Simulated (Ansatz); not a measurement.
**Ladder of methods for the formation enthalpy of zinc-blende AlAs**

Reference value: -0.61 eV/atom (measured, 298 K, not corrected to a static lattice; as tabulated in Zhang et al. (2018), doi:10.1038/s41524-018-0065-z).

Question: Which of these levels comes closest to the reference?
A) PBE (Ansatz (a first-principles code))
B) PBE-D4 (Ansatz)
C) rVV10 (Ansatz)
D) HSE06 (Ansatz)

Answer: D, HSE06 (Ansatz)

```tsv
level (code)	value (eV/atom)	difference (eV/atom)
PBE (Ansatz)	-0.488	+0.122
PBE-D4 (Ansatz)	-0.419	+0.191
rVV10 (Ansatz)	-0.497	+0.113
HSE06 (Ansatz)	-0.610	0.000
```

Closest of these to the reference: HSE06 (0.000 eV/atom). PBE-D4 (+0.191 eV/atom) lies farthest from it. Of these only HSE06 lands within 0.1 eV/atom.

The measured value isn't corrected to a static lattice, so vibrations enter the comparison.  HSE06: hybrids on metals are sensitive to the k mesh and can open a false gap. Each level is taken at its own relaxed cell. Ansatz's density-functional and Hartree–Fock values are scalar-relativistic unless marked +SOC, with PAW data made under PBE.

Differences are worked out from the printed values.
